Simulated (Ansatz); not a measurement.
Task: harmonic frequencies at the relaxed geometry of C₂H₄N, SMILES C=C[NH], with Ansatz's Python interface. Give the script and its output. Level of theory (for the species named): PBE0, def2-SVP basis, multiplicity 2.

```
atom    x (Å)    y (Å)    z (Å)
   C  -0.8716   0.2863  -0.3849
   C   0.2682   0.0307   0.1353
   N   0.8146  -1.1747   0.2372
   H  -1.4670  -0.4495  -0.8042
   H  -1.2782   1.3430  -0.4513
   H   0.8135   0.9210   0.5114
   H   1.7818  -1.0248   0.7108
```

Script `freq_c2h4n.py`:
```python
'''Vibrations of C2H4N.'''

import itertools
import warnings

import ansatz as az
from ase.data import atomic_numbers, covalent_radii
import numpy as np

BASIS_SET = 'def2-SVP'
FUNCTIONAL = 'pbe0'

GEOMETRY = '''
C    -0.87160    0.28630   -0.38490
C     0.26820    0.03070    0.13530
N     0.81460   -1.17470    0.23720
H    -1.46700   -0.44950   -0.80420
H    -1.27820    1.34300   -0.45130
H     0.81350    0.92100    0.51140
H     1.78180   -1.02480    0.71080
'''


def main() -> None:
    warnings.simplefilter('ignore', az.DeckWarning)

    molecule = az.Crystal.molecule()
    for line in GEOMETRY.strip().splitlines():
        symbol, *xyz = line.split()
        molecule = molecule.atom(symbol, [float(v) for v in xyz])

    base = molecule.calculation()
    base = base.basis(gaussian=BASIS_SET).functional(FUNCTIONAL)
    base = base.spin('collinear', total=1)
    symbols = [site.symbol for site in molecule.cartesian_sites]
    start = np.array([site.position_ang for site in molecule.cartesian_sites], dtype=float)
    data = base.relax(force_tolerance=0.003, max_steps=100).run(threads=1).report
    end = np.array(data['positions_ang'])

    # pairs closer than 1.2 times the sum of covalent radii, before or after
    radius = [covalent_radii[atomic_numbers[s]] for s in symbols]
    span = lambda where, i, j: np.linalg.norm(where[i] - where[j])
    bonded = [(i, j) for i, j in itertools.combinations(range(len(symbols)), 2) if min(span(start, i, j), span(end, i, j)) < 1.2 * (radius[i] + radius[j])]
    print('pair        before    after (A)')
    for i, j in bonded:
        print(f'{symbols[i]}{i}-{symbols[j]}{j}'.ljust(10), f'{span(start, i, j):8.4f} {span(end, i, j):8.4f}')
    for first, second in list(itertools.combinations(bonded, 2)):
        shared = set(first) & set(second)
        if shared and symbols[(j := shared.pop())] != 'H':
            i, k = sorted((set(first) | set(second)) - {j})
            u, v = end[i] - end[j], end[k] - end[j]
            angle = np.degrees(np.arccos(np.clip(u @ v / np.linalg.norm(u) / np.linalg.norm(v), -1, 1)))
            print(f'final angle {symbols[i]}{i}-{symbols[j]}{j}-{symbols[k]}{k}: {angle:.2f} deg')

    # frequencies need a stationary point, so they are taken at the relaxed geometry
    minimum = az.Crystal.molecule()
    for symbol, place in zip(symbols, end):
        minimum = minimum.atom(symbol, place.tolist())
    vibrating = (
        minimum.calculation()
        .basis(gaussian=BASIS_SET)
        .functional(FUNCTIONAL)
        .spin('collinear', total=1)
        .phonons(temperatures=(200, 600, 100))
    )
    vib = vibrating.run(threads=1).report['vibrations']
    sums = vib['harmonic_sums']
    modes = [m['omega_inv_cm'] for m in sums['modes_at_gamma'] if m['rigid_motion'] == 'no']
    for number, w in enumerate(modes, start=1):
        print(f'mode {number:2d} {w:9.1f} 1/cm {w / 8065.544 * 1000:8.2f} meV')
    print('imaginary modes:', sum(w < 0 for w in modes), ' zero-point energy:', round(sums['zero_point_energy_ev'], 4), 'eV')
    print('T (K)   F_vib (eV)   S_vib (meV/K)   C_vib (meV/K)')
    for row in zip(sums['temperatures_k'], sums['vibrational_free_energy_ev'], vib['entropy_ev_per_k'], vib['heat_capacity_ev_per_k']):
        print(f'{row[0]:6.1f} {row[1]:11.4f} {1000 * row[2]:13.4f} {1000 * row[3]:15.4f}')


if __name__ == '__main__':
    main()
```

Output of `python freq_c2h4n.py`:
```text
pair        before    after (A)
C0-C1        1.2787   1.4020
C0-H3        1.0352   1.0929
C0-H4        1.1342   1.0918
C1-N2        1.3274   1.3088
C1-H5        1.1097   1.1058
N2-H6        1.0873   1.0248
final angle C1-C0-H3: 119.18 deg
final angle C1-C0-H4: 121.43 deg
final angle C0-C1-N2: 121.06 deg
final angle C0-C1-H5: 116.81 deg
final angle H3-C0-H4: 119.40 deg
final angle N2-C1-H5: 122.14 deg
final angle C1-N2-H6: 109.56 deg
mode  1     485.4 1/cm    60.19 meV
mode  2     529.4 1/cm    65.63 meV
mode  3     675.1 1/cm    83.71 meV
mode  4     807.7 1/cm   100.14 meV
mode  5     986.6 1/cm   122.33 meV
mode  6    1056.0 1/cm   130.93 meV
mode  7    1117.0 1/cm   138.49 meV
mode  8    1257.1 1/cm   155.86 meV
mode  9    1363.6 1/cm   169.06 meV
mode 10    1461.4 1/cm   181.19 meV
mode 11    1516.8 1/cm   188.06 meV
mode 12    3064.9 1/cm   380.00 meV
mode 13    3175.8 1/cm   393.75 meV
mode 14    3300.2 1/cm   409.18 meV
mode 15    3504.0 1/cm   434.44 meV
imaginary modes: 0  zero-point energy: 1.5065 eV
T (K)   F_vib (eV)   S_vib (meV/K)   C_vib (meV/K)
 200.0      1.5053        0.0286          0.0975
 300.0      1.4995        0.0939          0.2372
 400.0      1.4858        0.1817          0.3773
 500.0      1.4628        0.2792          0.4977
 600.0      1.4299        0.3790          0.5963
```

Caveats:
- The frequencies are harmonic and unscaled, in a modest basis. The result belongs to the one conformer reached from this start, and soft torsions count as harmonic oscillators.
- The species is open-shell (spin multiplicity 2).
- Timing: 84 s on 1 thread of Arm Neoverse V1 (shared host), peak memory 0.22 GiB.

(A comment or docstring line of the script was reworded after the run, the code is as it ran; lines on the test bed's own set-up are left out of the output.)
